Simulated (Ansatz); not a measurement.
CdCl2 (R-3m, No. 166), treated with HSE06+SOC (Ansatz, a quantum-chemistry and plane-wave program, plane waves, PAW).

Run with plane-wave cutoff 460 eV, 8×8×8 k mesh, Fermi–Dirac smearing 0.01 eV, PAW data made under PBE.

Cell (measured lattice):

Space group R-3m, hexagonal axes (No. 166); a = 3.850 Å, b = 3.850 Å, c = 17.460 Å, α = 90.00°, β = 90.00°, γ = 120.00°

```csv
atom,site,symmetry,x,y,z
Cd,3a,-3m,0.0000,0.0000,0.0000
Cl,6c,3m,0.0000,0.0000,0.2500
```
(The calculation used a cell of 3 atoms; values per cell refer to that cell.)

Question: Estimate the band gap and smallest direct gap on the k points sampled that the calculation returns.

Answer: 
band gap: 4.79 eV (on the SCF k mesh) (indirect)
smallest direct gap on the k points sampled: 4.99 eV

Measured, for comparison: band gap 5.7 eV (temperature not stated, no zero-point or thermal correction, compiled measured gap; kind and temperature not stated; as tabulated in Kothakonda et al. (2022), arXiv:2208.02841). Computed (rounded) less measured: band gap -0.91 eV.

Note: cell and atoms aren't relaxed at this level (pressure 0.2 GPa).

The computed numbers hold no vibrational or temperature effects.

It cost about 28 core-minutes (a rough figure) of CPU time.
